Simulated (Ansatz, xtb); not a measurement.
# CH5OSi−: which of two isomers lies lower

Structure I: `[CH2-][SiH2]O`, a singlet. Structure II: `C[SiH2][O-]`, a singlet. Both are isolated ions in the gas phase, relaxed with PBE0-D3(BJ)/def2-SVPD; the shapes shown needn't be the lowest conformers.

I (Å):

```yaml
atoms:
  - { symbol: C, position_ang: [-0.9661, -0.6262, 1.4252] }
  - { symbol: O, position_ang: [-0.1440, 0.1874, -1.3588] }
  - { symbol: Si, position_ang: [-1.0060, 0.5604, 0.1206] }
  - { symbol: H, position_ang: [-1.7398, -1.3956, 1.5311] }
  - { symbol: H, position_ang: [-0.1349, -0.7056, 2.1357] }
  - { symbol: H, position_ang: [-0.3953, 1.9134, 0.4366] }
  - { symbol: H, position_ang: [-2.4065, 0.8428, -0.3899] }
  - { symbol: H, position_ang: [0.1494, -0.7227, -1.2424] }
```

II (Å):

```yaml
atoms:
  - { symbol: C, position_ang: [-0.6924, 0.0995, 1.2974] }
  - { symbol: O, position_ang: [-0.3766, 1.2629, -1.4393] }
  - { symbol: Si, position_ang: [-0.9357, 0.0321, -0.6044] }
  - { symbol: H, position_ang: [-1.1164, -0.8000, 1.7782] }
  - { symbol: H, position_ang: [0.3783, 0.1566, 1.5541] }
  - { symbol: H, position_ang: [-1.1883, 0.9865, 1.7251] }
  - { symbol: H, position_ang: [-2.4448, -0.2406, -0.7211] }
  - { symbol: H, position_ang: [-0.3500, -1.3473, -0.9498] }
```

Quicker runs give these differences E(II) − E(I): GFN2-xTB −2.508 eV; HF/STO-3G −0.779 eV (at GFN2-xTB geometries); r2SCAN-D4/def2-SVPD −1.257 eV (at GFN2-xTB geometries).

Question: Estimate E(II) − E(I) at the level CCSD(T)/def2-SVPD + ΔMP2/def2-TZVPPD.

Answer: Calculated at CCSD(T)/def2-SVPD + ΔMP2/def2-TZVPPD: E(II) − E(I) = −1.115 eV, so structure II lies lower.

How the difference moves with the method:

```json
{"level": "GFN2-xTB", "geometry": "GFN2-xTB", "E(II) − E(I) (eV)": "−2.508", "departure from the last row (eV)": "−1.393", "job, with rough time for the two": "optimisation, 0.29 s"}
{"level": "HF/STO-3G", "geometry": "GFN2-xTB", "E(II) − E(I) (eV)": "−0.779", "departure from the last row (eV)": "+0.336", "job, with rough time for the two": "single point, 0.39 s"}
{"level": "r2SCAN-D4/def2-SVPD", "geometry": "GFN2-xTB", "E(II) − E(I) (eV)": "−1.257", "departure from the last row (eV)": "−0.141", "job, with rough time for the two": "single point, 4.1 s"}
{"level": "PBE0-D3(BJ)/def2-SVPD", "geometry": "PBE0-D3(BJ)/def2-SVPD", "E(II) − E(I) (eV)": "−1.069", "departure from the last row (eV)": "+0.047", "job, with rough time for the two": "optimisation, 74 s"}
{"level": "HF/def2-SVPD", "geometry": "PBE0-D3(BJ)/def2-SVPD", "E(II) − E(I) (eV)": "−1.131", "departure from the last row (eV)": "−0.015", "job, with rough time for the two": "part of the CCSD(T) run"}
{"level": "MP2/def2-SVPD", "geometry": "PBE0-D3(BJ)/def2-SVPD", "E(II) − E(I) (eV)": "−1.168", "departure from the last row (eV)": "−0.052", "job, with rough time for the two": "part of the CCSD(T) run"}
{"level": "CCSD(T)/def2-SVPD", "geometry": "PBE0-D3(BJ)/def2-SVPD", "E(II) − E(I) (eV)": "−1.129", "departure from the last row (eV)": "−0.014", "job, with rough time for the two": "single point"}
{"level": "CCSD(T)/def2-SVPD + ΔMP2/def2-TZVPPD", "geometry": "PBE0-D3(BJ)/def2-SVPD", "E(II) − E(I) (eV)": "−1.115", "departure from the last row (eV)": "", "job, with rough time for the two": "single point, 56 s"}
```

As drawn, II has 1 C–H in place of 1 O–H.

The levels shown agree on the order. The largest departure from CCSD(T)/def2-SVPD + ΔMP2/def2-TZVPPD is that of GFN2-xTB, 1.393 eV. The last row adds to CCSD(T) the change of the MP2 difference between the two basis sets, here +0.014 eV.

With harmonic frequencies from PBE0-D3(BJ)/def2-SVPD (ideal gas, rigid rotor, one conformer each, 298.15 K, 1 atm): on the last row, ΔE + ΔZPE = −1.060, ΔH = −1.084, ΔG = −1.027 eV.

The correlated steps freeze 7 core orbitals. Run with Ansatz 0.2.0, xtb 6.7.1; the last row on 2 threads of Intel(R) Xeon(R) Processor @ 2.50GHz (Skylake/Cascade Lake) on a shared host.
